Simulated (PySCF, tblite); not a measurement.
# C3H5ClO+ (doublet): geometry, infrared bands and EPR parameters

What infrared bands and EPR parameters should C3H5ClO+ (doublet) (`[O+]=CCCCl`) show?

Programs: tblite 0.8.0 and PySCF 2.14.0, with density-fitted response routines of our own. Each step states its level of theory. These are calculated values for one molecule in the gas phase, unless marked as measured. Atoms are numbered from 0 throughout.

## 1. The molecule as given

10 atoms, charge 1, multiplicity 2; geometry from: force field or distance geometry start.

Bonds of the start (Å): O0–C1 1.21, C1–C2 1.51, C2–C3 1.50, C3–Cl4 1.74, C1–H5 1.09, C2–H6 1.12, C2–H7 1.09, C3–H8 1.12, C3–H9 1.11.

## 2. Optimising the geometry with GFN2-xTB

The job: settings as JSON, then the geometry in Å.

```
{"job": {"kind": "relax", "xc": "GFN2-xTB", "basis": "xTB"}, "charge": 1, "multiplicity": 2}
O     -0.660400     1.605900     0.630500
C     -1.150900     0.604900     0.156300
C     -0.312300    -0.599000    -0.218000
C      1.094000    -0.189000     0.099100
Cl     1.491100     1.229900    -0.830700
H     -2.228200     0.539000     0.011600
H     -0.479500    -0.740500    -1.318800
H     -0.613100    -1.486800     0.332900
H      1.128100     0.111500     1.180600
H      1.740200    -1.071300    -0.066100
```

Launch:

```
$ OMP_NUM_THREADS=1 python probes_run.py task.json out
```

This one command runs all jobs of the session in turn.

Standard output:

```text
step      E/eV     max force
  0    -463.51494    2.229
  1    -463.56323    2.905
  2    -463.62326    0.492
  3    -463.64565    0.553
  4    -463.70588    0.721
  5    -463.72749    0.538
  6    -463.76144    0.534
  7    -463.77870    0.547
  8    -463.79885    0.375
  9    -463.81624    0.398
 10    -463.83469    0.486
 11    -463.85375    0.684
 12    -463.87427    0.703
 13    -463.89288    0.478
 14    -463.90603    0.298
 15    -463.91290    0.251
 16    -463.91801    0.274
 17    -463.92474    0.269
 18    -463.93100    0.321
 19    -463.93528    0.396
 20    -463.93862    0.169
 21    -463.94129    0.123
 22    -463.94320    0.115
 23    -463.94431    0.080
 24    -463.94475    0.060
 25    -463.94506    0.046
 26    -463.94538    0.052
 27    -463.94567    0.051
 28    -463.94584    0.037
 29    -463.94594    0.034
 30    -463.94604    0.037
 31    -463.94614    0.040
 32    -463.94622    0.034
 33    -463.94628    0.026
 34    -463.94633    0.019
 35    -463.94638    0.025
 36    -463.94644    0.025
 37    -463.94650    0.026
 38    -463.94656    0.026
 39    -463.94664    0.024
 40    -463.94672    0.029
 41    -463.94679    0.023
 42    -463.94685    0.022
 43    -463.94690    0.018
 44    -463.94694    0.023
 45    -463.94698    0.019
 46    -463.94700    0.011
 47    -463.94701    0.016
 48    -463.94702    0.014
 49    -463.94703    0.008
```

It took 0.21 s on 1 thread of Arm Neoverse V1, shared host.

The steps of the relaxation: (not every step is listed)

```csv
step,energy from step 0 (eV),largest force (eV/Å)
0,0.0000,2.2286
1,-0.0483,2.9053
2,-0.1083,0.4917
3,-0.1307,0.5533
4,-0.1909,0.7215
5,-0.2125,0.5385
6,-0.2465,0.5344
7,-0.2638,0.5467
8,-0.2839,0.3754
11,-0.3388,0.6845
14,-0.3911,0.2984
17,-0.4098,0.2690
20,-0.4237,0.1692
23,-0.4294,0.0803
26,-0.4304,0.0521
29,-0.4310,0.0336
32,-0.4313,0.0344
35,-0.4314,0.0245
38,-0.4316,0.0257
41,-0.4318,0.0233
44,-0.4320,0.0232
45,-0.4320,0.0191
46,-0.4321,0.0106
47,-0.4321,0.0157
48,-0.4321,0.0137
49,-0.4321,0.0081
```

Distances of close pairs at the start and the end, largest changes first:

| bond | before (Å) | after (Å) | change (Å) |
| --- | --- | --- | --- |
| C3–Cl4 | 1.742 | 1.781 | +0.039 |
| C3–H8 | 1.123 | 1.092 | -0.031 |
| C2–C3 | 1.499 | 1.524 | +0.025 |
| C2–H6 | 1.122 | 1.098 | -0.025 |
| O0–C1 | 1.211 | 1.187 | -0.024 |
| C1–H5 | 1.089 | 1.108 | +0.019 |
| C1–C2 | 1.514 | 1.503 | -0.011 |
| C3–H9 | 1.106 | 1.096 | -0.011 |

The final coordinates are the input of the step that follows.

## 3. Harmonic vibrations with GFN2-xTB

The job: settings as JSON, then the geometry in Å.

```
{"job": {"kind": "ir", "xc": "GFN2-xTB", "basis": "xTB"}, "charge": 1, "multiplicity": 2}
O     -0.765774     1.765571     0.104197
C     -1.185877     0.655354     0.082088
C     -0.340769    -0.562045    -0.166976
C      1.113987    -0.236363     0.149894
Cl     1.546736     1.374846    -0.474971
H     -2.263996     0.438644     0.214630
H     -0.491437    -0.805069    -1.226806
H     -0.683358    -1.420713     0.414402
H      1.307851    -0.245414     1.224978
H      1.771520    -0.960157    -0.343964
```

Standard output:

```text
mode    cm-1     km/mol
  1     155.8      2.08
  2     225.8      8.90
  3     274.4      6.26
  4     368.6     11.80
  5     613.3     21.39
  6     670.7     12.72
  7     786.0     16.73
  8     837.2     12.16
  9     918.9     14.88
 10     963.3      1.59
 11    1018.8      1.36
 12    1051.8      1.01
 13    1097.7     15.95
 14    1186.6      5.61
 15    1225.4      5.02
 16    1237.0     18.70
 17    1353.9     41.09
 18    1367.2     62.03
 19    1774.8    125.53
 20    2755.2     82.17
 21    2919.3     48.31
 22    2927.9     39.85
 23    2969.5     12.89
 24    2994.5     24.49
```

Run time: 0.2 s. Hardware: 1 thread of Arm Neoverse V1, shared host.

Which atoms move in the most intense modes:

```csv
cm⁻¹,km/mol,atoms
613,21.4,"H6 20 %, C1 17 %, C2 14 %, O0 14 %"
1354,41.1,"H8 41 %, H9 37 %"
1367,62.0,"H7 40 %, H6 36 %"
1775,125.5,"C1 56 %, O0 42 %"
2755,82.2,H5 93 %
2919,48.3,"H9 79 %, H6 14 %"
2928,39.9,"H6 76 %, H9 14 %"
2994,24.5,H7 92 %
```

## 4. EPR parameters: B3LYP/pcH-1

Settings changed since step 3:

```diff
@@ -1,2 +1,2 @@
-{"job": {"kind": "ir", "xc": "GFN2-xTB", "basis": "xTB"}, "charge": 1, "multiplicity": 2}
+{"job": {"kind": "epr", "basis": "pcH-1"}, "charge": 1, "multiplicity": 2}
 O     -0.765774     1.765571     0.104197
```

With the program's defaults for keys left out, this is: UKS B3LYP, pcH-1 on C Cl H O, non-relativistic, mean-field spin-orbit, GIAO.

Standard output:

```text
UKS, coarse grid
  cycle   1  E = -652.31739564  |g| = 4.75e-01
  cycle   2  E = -651.90667419  |g| = 1.12e+00
  cycle   3  E = -652.40158089  |g| = 1.16e-01
  cycle   4  E = -652.40439729  |g| = 9.37e-02
  cycle   5  E = -652.40868647  |g| = 2.12e-02
  cycle   6  E = -652.40887041  |g| = 9.24e-03
  cycle   7  E = -652.40891871  |g| = 3.12e-03
  cycle   8  E = -652.40892718  |g| = 1.03e-03
  cycle   9  E = -652.40892823  |g| = 5.14e-04
UKS, final grid
  cycle   1  E = -652.40894511  |g| = 6.66e-04
  cycle   2  E = -652.40894460  |g| = 1.27e-03
  cycle   3  E = -652.40894538  |g| = 3.00e-04
  cycle   4  E = -652.40894541  |g| = 8.47e-05
  cycle   5  E = -652.40894543  |g| = 6.37e-05
  cycle   6  E = -652.40894543  |g| = 1.64e-05
E = -652.40894543 Eh   <S^2> = 0.7551 (exact 0.7500)
g shifts (ppm)      1          2          3
  rmc          -330       -330       -330
  gc             -8         92         76
  oz_so         178      18225      38032
  total        -160      17987      37778
hyperfine (MHz)  atom isotope    a_iso     a_fc   dipolar eigenvalues
    0   17O     -57.68     -57.68   -153.04     69.24     83.80
    1   13C     -46.02     -46.02    -11.63      3.67      7.96
    2   13C       2.26       2.26    -11.25     -9.24     20.49
    3   13C     -12.02     -12.02     -3.85     -3.26      7.12
    4  35Cl      35.18      35.18    -83.01    -80.86    163.87
    5    1H     216.81     216.81     -5.13     -3.19      8.32
    6    1H      -3.75      -3.75     -3.72     -1.62      5.33
    7    1H      -9.55      -9.55     -5.43     -1.79      7.22
    8    1H       1.52       1.52     -2.57     -1.44      4.01
    9    1H      84.38      84.38     -4.05     -2.77      6.82
```

It took 28 s on 1 thread of Arm Neoverse V1, shared host; peak memory 0.56 GiB.

Principal g values 2.00216, 2.02031, 2.04010; g(iso) = 2.02085, against 2.00232 for a free electron. They are not to be trusted: the run shows a large g shift, which the driver flags as unsure.

Hyperfine couplings; where a row names several nuclei, a(iso) is their mean (it holds for fast rotation or exchange) and the dipolar term the largest among them:

```csv
nuclei,isotope,a(iso) (MHz),"a(iso) (G, at g = 2.0023)",largest dipolar term (MHz)
H5,1H,216.8,77.4,8.3
O0,17O,-57.7,-20.6,-153.0
C1,13C,-46.0,-16.4,-11.6
"H8, H9",1H,42.9,15.3,6.8
Cl4,35Cl,35.2,12.6,163.9
C3,13C,-12.0,-4.3,7.1
"H6, H7",1H,-6.6,-2.4,7.2
C2,13C,2.3,0.8,20.5
```

Mulliken spin populations:

| atom | value (e) |
| --- | --- |
| O0 | 0.45 |
| C1 | -0.06 |
| C2 | 0.09 |
| C3 | -0.01 |
| Cl4 | 0.42 |
| H5 | 0.09 |
| H6 | 0.00 |
| H7 | -0.01 |
| H8 | 0.00 |
| H9 | 0.03 |

Orbitals, density, ELF and potential are computed afterwards from the orbital file.

ELF in a plane through or near 5 of the atoms.

Values, 10 rows by 14 columns:
```
0.00 0.00 0.00 0.00 0.00 0.00 0.00 0.00 0.00 0.00 0.00 0.00 0.00 0.00
0.00 0.00 0.00 0.03 0.17 0.24 0.12 0.00 0.01 0.01 0.00 0.00 0.00 0.00
0.00 0.00 0.01 0.36 0.83 0.90 0.73 0.08 0.69 0.69 0.21 0.00 0.00 0.00
0.00 0.00 0.02 0.40 0.84 0.61 0.76 0.40 0.56 0.85 0.29 0.00 0.00 0.00
0.00 0.00 0.00 0.03 0.26 0.77 0.40 0.07 0.59 0.47 0.50 0.28 0.00 0.00
0.00 0.00 0.04 0.81 0.95 0.29 0.93 0.26 0.89 0.84 1.00 0.99 0.02 0.00
0.00 0.00 0.01 0.80 0.93 0.25 0.44 0.87 0.63 0.03 0.34 0.20 0.00 0.00
0.00 0.00 0.00 0.00 0.02 0.01 0.41 0.95 0.83 0.04 0.00 0.00 0.00 0.00
0.00 0.00 0.00 0.00 0.00 0.00 0.01 0.07 0.03 0.00 0.00 0.00 0.00 0.00
0.00 0.00 0.00 0.00 0.00 0.00 0.00 0.00 0.00 0.00 0.00 0.00 0.00 0.00
```
The map spans 9.8 Å across and 8.6 Å up, centred on the molecule. Atoms in the plane (x, y in Å): O0 (1.2, 1.5), C1 (1.3, 0.4), C2 (0.2, -0.6), C3 (-1.1, 0.0), H5 (2.3, -0.1).

On the surface of density 0.002 e/bohr³ the electrostatic potential runs, from the 1st to the 99th percentile, from 3.55 V near O0 to 6.72 V near C1.

The spin density lies nearest to O0 40 %; Cl4 36 %; H5 8 %.

## 5. Outcome

| quantity | value |
| --- | --- |
| strongest single infrared mode (GFN2-xTB) | 1775 cm⁻¹, 126 km/mol |
| zero-point energy (GFN2-xTB) | 45.3 kcal/mol |
| g(iso) (B3LYP) | 2.02085 |
| ⟨S²⟩ | 0.755 (exact 0.75) |
| largest a(iso) (averaged by class) | 1H on H5, 216.8 MHz |
| property runs in this session | 1, of which 0 failed and 1 gave unsound results |

In words: Relaxing lowered the energy by 0.432 eV in 49 steps; the close pair that moved most is C3–Cl4, from 1.742 to 1.781 Å. No mode is imaginary among the 24: a minimum at this level. The strongest single mode, at 1775 cm⁻¹, moves mainly C1 and O0. GFN2-xTB is a fitted tight-binding method: band positions and strengths are rough. Its intensities can rank the bands wrongly. The largest spin populations lie on O0 (0.45 e), Cl4 (0.42 e). The isotropic g lies 18.5 ppt above the free-electron value. These values are not to be trusted: the run shows a large g shift, which the driver flags as unsure.
